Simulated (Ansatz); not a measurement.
## Basis or method: atomization of H₂Al–P

H2Al–P, triplet; coordinates (Å): Al 0.000 0.000 1.179; P 0.000 0.000 -1.155; H 0.000 1.379 1.967; H 0.000 -1.379 1.967. Quantity: atomization.

Ansatz 0.2.0, basis 6-31G or cc-pVDZ or cc-pVTZ; geometries are PBE0/def2-TZVP minima. Wave-function levels freeze the cores; HF, MP2 and coupled cluster are restricted for singlets and unrestricted otherwise, atoms included (their steps beyond CCSDT(Q) come from restricted open-shell runs), Kohn–Sham unrestricted where that lies lower. The reference is CCSDT(Q) or full CI (coupled cluster only where its series has nearly closed). Semilocal and hybrid functionals correlate all electrons outside any core potential and usually lie nearer their basis limit than the reference, so part of their error here is the reference's basis and frozen-core error; RPA and the MP2 part of double hybrids freeze the same cores as the reference. None of these values is a measured one. Energies are electronic, without zero-point terms. No spin–orbit coupling and no scalar relativity. The species are chosen: bound, without strong static correlation by their natural occupations or amplitudes, in their lowest spin state as far as vertical gaps and like structures tell, and with a ladder that closes on the reference, so errors are smaller than for species at large; levels whose determinant breaks symmetry or spin markedly are left out.

| level | 6-31G (kcal/mol) | cc-pVDZ (kcal/mol) | cc-pVTZ (kcal/mol) |
| --- | --- | --- | --- |
| reference | 132.8 (full CI) | 162.8 (CCSDT(Q)) | 178.4 (CCSDT(Q)) |
| CCSD | 131.8 | 161.1 | 176.5 |
| CCSD(T) | 132.5 | 162.5 | 178.2 |
| PBE | 167.9 | 178.6 | 182.5 |
| r2SCAN | 170.2 | 182.6 | 187.3 |
| wB97M-V | 170.0 | 184.9 | 187.1 |
| B2PLYP | 155.4 | 174.7 | 182.3 |
| RPA-PBE | 127.7 | 161.9 | 173.8 |

From 6-31G to cc-pVTZ the reference moves by 45.6 kcal/mol and PBE by 14.6; the step from CCSD(T) to the reference is 0.3 in the first and 0.2 in the last.
